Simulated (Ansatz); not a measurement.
**H4MgOSi (SMILES [MgH][O][SiH3]): functionals against CCSD(T) at one geometry**

An exercise on one series of results from a longer session: the logs are not shown, and one member is left open.

The runs use Ansatz 0.2.0, Gaussian basis; single points in def2-TZVPP.

Correlated methods freeze the cores. The outer core shell of Li, Na, Mg and K is correlated.

### The starting structure

SMILES `[MgH][O][SiH3]`, 7 atoms, charge 0, spin multiplicity 1.

Atoms are counted from 1 here; the program's logs count them from 0.

Bond lengths: Mg1–O2 1.778 Å, Mg1–H4 1.451 Å, O2–Si3 1.594 Å, Si3–H5 1.481 Å, Si3–H6 1.453 Å, Si3–H7 1.495 Å. Angles: O2–Mg1–H4 164.1°, Mg1–O2–Si3 179.1°, O2–Si3–H5 105.8°, O2–Si3–H6 109.6°, O2–Si3–H7 109.5°, H5–Si3–H6 112.7°, H5–Si3–H7 109.4°, H6–Si3–H7 109.7°.

As a file:

```xyz
7

Mg   -1.90710   -0.92870   -0.48150
O    -0.32290   -0.22890   -0.07880
Si    1.08620    0.41980    0.28870
H    -3.28850   -1.11460   -0.88310
H     1.65250    0.90680   -0.98990
H     0.89530    1.48430    1.25970
H     1.98400   -0.62880    0.86170
```

The first run:

run/in.yaml

```yaml
crystal:
  periodic: [false, false, false]
  atoms:
    - {symbol: Mg, position_ang: [-1.907100, -0.928700, -0.481500]}
    - {symbol: O, position_ang: [-0.322900, -0.228900, -0.078800]}
    - {symbol: Si, position_ang: [1.086200, 0.419800, 0.288700]}
    - {symbol: H, position_ang: [-3.288500, -1.114600, -0.883100]}
    - {symbol: H, position_ang: [1.652500, 0.906800, -0.989900]}
    - {symbol: H, position_ang: [0.895300, 1.484300, 1.259700]}
    - {symbol: H, position_ang: [1.984000, -0.628800, 0.861700]}
basis:
  gaussian: {orbitals: def2-TZVPP}
correlation: {method: ccsd_t}
output: {forces: true}
```

The command line of these runs was not kept.

Among the steps run: CCSD(T)/def2-TZVPP; PBE0-D4/def2-TZVPP; wB97M-V/def2-TZVPP; r2SCAN-D4/def2-TZVPP; PBE-D4/def2-TZVPP; r2SCAN0-D4/def2-TZVPP; CAM-B3LYP-D4/def2-TZVPP.

One of the session's tables, all rows but one given; the rest of the session is left out.

```
      method  RMS force component (eV/Å)  angle to CCSD(T) forces (°)  dipole (D)
     CCSD(T)                       1.061                    reference        1.92
     PBE0-D4                       1.099                          3.8        1.95
     wB97M-V                       1.049                          1.5        1.94
   r2SCAN-D4                       1.105                          2.5        1.92
      PBE-D4                           ?                            ?           ?
  r2SCAN0-D4                       1.118                          6.4        1.93
CAM-B3LYP-D4                       1.065                          2.9        1.88
```

**Question.** Estimate the row for PBE-D4.

As computed: RMS force component (eV/Å): 1.082; angle to CCSD(T) forces (°): 6.9; dipole (D): 1.94. In the column «RMS force component (eV/Å)» it lies between CAM-B3LYP-D4 (1.065) and PBE0-D4 (1.099).
